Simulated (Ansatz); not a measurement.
Ansatz (a quantum-chemistry and plane-wave program) input (PBE0/def2-TZVP):

Ansatz 0.2 input:
```yaml
crystal:
  periodic: [false, false, false]
  atoms:
    - {symbol: B, position_ang: [-0.00000000, -0.00000000, 0.00000000]}
    - {symbol: F, position_ang: [0.01679907, 1.31515438, 0.03157775]}
    - {symbol: F, position_ang: [1.13083137, -0.67238813, -0.00500122]}
    - {symbol: F, position_ang: [-1.14763045, -0.64276625, -0.02657653]}
basis:
  gaussian:
    orbitals: def2-TZVP
hamiltonian:
  xc: {name: PBE0}
relax: {f_tol: 0.003, max_steps: 100}
```

Output:

```
Functional definition: PBE0
integrals: 0.03 GiB planned
637 factors; their error is unknown
mean field: 0.35 GiB planned
mean field evaluation 1: about -8824.5398 eV, gradient 4.5e1 eV
mean field evaluation 2: about -8822.4816 eV, gradient 6.1e1 eV
mean field evaluation 4: about -8827.0526 eV, gradient 4.2e-1 eV
mean field evaluation 8: about -8827.0907 eV, gradient 1.5e-3 eV
mean field -8827.09074522 eV, -324.3896016698 hartree, gradient 1.1e-5 eV, S^2 0.000000; 0 other end points of the search recorded, 0 dependent functions left out
the calculation of the forces begins
reference -8827.09076845 eV, -324.3896025235 hartree; 16, 16 occupied and 108, 108 virtual orbitals, 637 factors
relax step   1: F+E_penalty+E_count = -8827.09074522 eV  Δ(F+E_penalty+E_count) = +0.000e0 eV  max|allowed force component| = 2.469e-1 eV/Å  Δτ_max = 0.0000 Å  (24 SCF iters, accepted)
these checks for a lower state are left out or cut short: starts, cluster_reference, orbital_swaps, neighbouring_geometries, increment
integrals: 0.03 GiB planned
637 factors; their error is unknown
mean field: 0.35 GiB planned
mean field evaluation 16: about -8827.0543 eV, gradient 2.0e-4 eV
mean field -8827.09220057 eV, -324.3896551528 hartree, gradient 1.3e-5 eV, S^2 0.000000; 0 other end points of the search recorded, 0 dependent functions left out
the calculation of the forces begins
reference -8827.09222381 eV, -324.3896560071 hartree; 16, 16 occupied and 108, 108 virtual orbitals, 637 factors
relax step   2: F+E_penalty+E_count = -8827.09220057 eV  Δ(F+E_penalty+E_count) = -1.455e-3 eV  max|allowed force component| = 8.698e-2 eV/Å  Δτ_max = 0.0029 Å  (29 SCF iters, accepted)
these checks for a lower state are left out or cut short: starts, cluster_reference, orbital_swaps, neighbouring_geometries, increment
integrals: 0.03 GiB planned
637 factors; their error is unknown
mean field: 0.35 GiB planned
mean field -8827.09240404 eV, -324.3896626305 hartree, gradient 1.3e-5 eV, S^2 0.000000; 0 other end points of the search recorded, 0 dependent functions left out
the calculation of the forces begins
reference -8827.09242730 eV, -324.3896634852 hartree; 16, 16 occupied and 108, 108 virtual orbitals, 637 factors
relax step   3: F+E_penalty+E_count = -8827.09240404 eV  Δ(F+E_penalty+E_count) = -2.035e-4 eV  max|allowed force component| = 7.693e-4 eV/Å  Δτ_max = 0.0016 Å  (29 SCF iters, accepted)
integrals: 0.03 GiB planned
637 factors; their error is unknown
mean field: 0.35 GiB planned
mean field evaluation 32: about -8827.0924 eV, gradient 2.5e-5 eV
mean field -8827.09240404 eV, -324.3896626305 hartree, gradient 2.5e-5 eV, S^2 0.000000; 1 other end points of the search recorded, 0 dependent functions left out
the calculation of the forces begins
reference -8827.09242730 eV, -324.3896634852 hartree; 16, 16 occupied and 108, 108 virtual orbitals, 637 factors
Total energy: -8827.09242730 eV, -324.3896634852 hartree
Atom 0 at     0.000000     0.000001     0.000000 Å, force     0.000000     0.000004     0.000000 eV/Å
Atom 1 at     0.016742     1.310686     0.031470 Å, force     0.000010     0.000769     0.000018 eV/Å
Atom 2 at     1.126988    -0.670104    -0.004984 Å, force     0.000654    -0.000395    -0.000003 eV/Å
Atom 3 at    -1.143730    -0.640583    -0.026486 Å, force    -0.000664    -0.000378    -0.000016 eV/Å
Dipole moment:     0.000000     0.000002     0.000000 e Å
```
